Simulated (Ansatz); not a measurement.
Calculated with Ansatz (gas phase, PBE0-D4/def2-TZVP geometries, no zero-point term in ΔE). CBS: MP2 limit from def2 TZ/QZ plus the TZ coupled-cluster correction, frozen cores. Each species was taken in one conformer, which may not be the lowest.

Consider the substitution at a C–O bond: `COCF` + `CCS` → `CCSC` + `OCF`.

`COCF`:

Cartesian coordinates in Å:
```
C 0.018 1.159 -0.185
O 0.654 0.088 0.484
C 0.047 -1.118 0.302
F 0.207 -1.572 -0.995
H -1.040 1.221 0.098
H 0.526 2.072 0.122
H 0.093 1.049 -1.270
H -1.037 -1.065 0.476
H 0.530 -1.835 0.967
```

`CCS`:

Z-matrix (Å, degrees):
```
C
C 1 1.514
H 1 1.094 2 110.6
H 1 1.091 2 111.0 3 120.4
H 1 1.093 2 111.0 3 -119.6
S 2 1.813 1 114.1 3 -177.2
H 2 1.092 1 111.5 3 58.7
H 2 1.093 1 110.8 3 -60.2
H 6 1.343 2 96.8 1 -62.2
```

`CCSC`:

Z-matrix (Å, degrees):
```
C
C 1 1.516
H 1 1.092 2 111.5
H 1 1.094 2 110.5 3 119.5
H 1 1.091 2 110.8 3 -120.3
S 2 1.805 1 114.8 3 62.9
H 2 1.094 1 111.2 3 -60.8
H 2 1.093 1 110.6 3 -179.4
C 6 1.797 2 100.6 1 -68.9
H 9 1.092 6 111.0 2 -57.6
H 9 1.090 6 106.8 2 -175.7
H 9 1.091 6 112.1 2 65.7
```

`OCF`:

Cartesian coordinates in Å:
```
O 0.539 -0.193 0.918
C -0.309 0.103 -0.116
F -0.375 -0.941 -1.019
H 1.445 -0.192 0.596
H 0.005 0.984 -0.687
H -1.305 0.239 0.309
```

| species | CCSD/def2-SVP energy (Eh) |
| --- | --- |
| `COCF` | -253.41975 |
| `CCS` | -477.04970 |
| `CCSC` | -516.20556 |
| `OCF` | -214.27113 |

Work out ΔE.

ΔE = (-516.20556) + (-214.27113) − (-253.41975) − (-477.04970) = -0.00724 Eh = -4.5 kcal/mol. CCSD(T)/CBS gives -9.2 kcal/mol.

What do rigid-rotor, harmonic-oscillator terms from PBE0-D4/def2-TZVP frequencies (298.15 K, 1 bar) make of the CCSD(T)/CBS value? (Best estimate.)

Ansatz gave: ΔZPE = +0.9 kcal/mol, ΔH = -8.2 kcal/mol, ΔS = 2 J/(mol·K), ΔG = -8.3 kcal/mol.

Largest T1 diagnostic among the species: 0.011.

The D4 term adds −0.9 kcal/mol with B3LYP and −0.5 kcal/mol with PBE0; it sums over pairs of atoms, weighted by their polarisabilities, and B3LYP, whose exchange is more repulsive, gets the larger term. Leaving LDA and LC-ωPBE aside and taking each functional with its dispersion term where it has one, the values, not all of them listed here, spread over 2.3 kcal/mol, from revPBE-D4 to CAM-B3LYP-D4.

B3LYP here is the variant with VWN-RPA as its local correlation; programs differ in this.
